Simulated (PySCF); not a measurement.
## Structure revision by computed shifts

A compound C$_{5}$H$_{10}$O gives the data below (simulated from a calculation) and was assigned the structure `CCCC(C)=O`.

¹³C{¹H} NMR (computed): δ 213.5 (C), 37.2 (CH2, 2C), 8.7 (CH3, 2C).

¹H NMR (600 MHz, computed): δ 2.23 (m, 4H), 1.03 (m, 6H).

PySCF 2.14 calculation with couplings computed with B3LYP/pcJ-1 (without the spin–dipole term), σ from GIAO-PBE0/pcSseg-1 and geometry from PBE0-D3(BJ)/def2-SVP; a single conformation, fast rotation and ring inversion assumed for equivalent nuclei, no solvent, relativity neglected.

Scale: ¹H (31.27 ppm), ¹³C (184.41 ppm) against TMS (reference shieldings calculated alike).

Task: Compare with the shifts computed for the proposed structure, pairing carbons in order of shift.

Result: Mapped SMILES: `[CH3:1][CH2:2][CH2:3][C:4]([CH3:5])=[O:6]` (H(Xn): hydrogen on atom n).

```csv
atom,computed for proposal,given list,difference
C4,209.6,213.5,-3.9
C3,46.7,37.2,+9.5
C5,30.9,37.2,-6.3
C2,18.8,8.7,+10.1
C1,15.1,8.7,+6.4
```

The rms difference is 7.6 ppm and the largest +10.1 ppm at C2 (sp3 CH2). The proposal also would give 5 carbon signals, not 3. The carbon types in order of shift don't match either: C, CH2, CH3, CH2, CH3 for the proposal against C, CH2, CH2, CH3, CH3 in the data. The proposal doesn't fit.

Task: Which isomer fits?

Result: `CCC(=O)CC`.

Carbon types of the structure: 1 × C, 2 × CH2, 2 × CH3, which accounts for all hydrogens. δC 213.5: ketone carbonyl carbon; the double bond to the heteroatom, with no lone-pair donor beside it, deshields it most. δC 37.2: sp3 CH2 α to a carbonyl; the adjacent C=O deshields it moderately. δC 8.7: methyl carbon; saturated and bonded to C and H only. δH 2.23: hydrogen on an sp3 CH2 α to a carbonyl; α to C=O.

Other isomers checked: CC(=O)C(C)C (rms 8.3 ppm).

The data come from this structure; uniqueness wasn't tested.

Splittings below 1 Hz are ignored in the labels, and close J values are merged. Couplings among chemically equivalent protons are left out too, so labels in AA′BB′ or AA′XX′ sets are apparent multiplicities. Unscaled 3J(H,H) at this level run about 10 % above measured values. Shifts are as computed. Against solution values, carbons near 30 ppm lie about +2 ppm off and those near 130 ppm about +5 ppm. Of 1211 compounds with measured shifts, 218 miss one by over three times the rms of a fit or turn the order of signals round; such compounds aren't used in these exercises.
